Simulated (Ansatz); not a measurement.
Relaxation of CH₄BO (7 atoms, charge 0, multiplicity 2), to a largest force component of 0.02 eV/Å in at most 50 steps.

Method: UKS PBE-D4/6-31G* (Ansatz).

```xyz
7
Properties=species:S:1:pos:R:3
C -0.623 0.385 -0.311
B 0.883 0.152 -0.217
O 1.393 -0.580 0.909
H -1.144 -0.525 -0.353
H -0.881 0.992 -1.269
H -1.006 1.035 0.554
H 1.439 -1.527 0.641
```

**Question.** Where does it end, and by what steps?

**Answer.** The run converged. The force dipped under the threshold on the way, but the program's further checks kept it going. After 14 steps the energy has fallen by 0.857 eV; B2 moved furthest, 0.73 Å.

| step | energy less start (eV) | largest force component (eV/Å) | accepted |
| --- | --- | --- | --- |
| 0 | 0.0000 | 4.024 | yes |
| 1 | -0.2867 | 1.412 | yes |
| 2 | -0.4495 | 2.366 | yes |
| 3 | -0.7563 | 0.860 | yes |
| 4 | -0.8213 | 0.442 | yes |
| 5 | -0.8075 | 0.641 | no |
| 6 | -0.8385 | 0.301 | yes |
| 7 | -0.8485 | 0.117 | yes |
| 8 | -0.8548 | 0.092 | yes |
| 9 | -0.7434 | 2.032 | no |
| 10 | -0.8566 | 0.018 | yes |
| 11 | -0.8559 | 0.253 | no |
| 12 | -0.8571 | 0.071 | yes |
| 13 | -0.8570 | 0.041 | no |
| 14 | -0.8573 | 0.010 | yes |

```xyz
7
Properties=species:S:1:pos:R:3
C -0.721 0.393 -0.333
B 0.564 -0.505 -0.247
O 1.312 -0.593 0.887
H -1.609 -0.235 -0.534
H -0.652 1.098 -1.181
H -0.903 0.970 0.594
H 2.070 -1.197 0.768
```

Time of the run: 14 s on 1 thread of Intel(R) Xeon(R) 6975P-C (Granite Rapids) (shared host), peak memory 0.15 GiB.
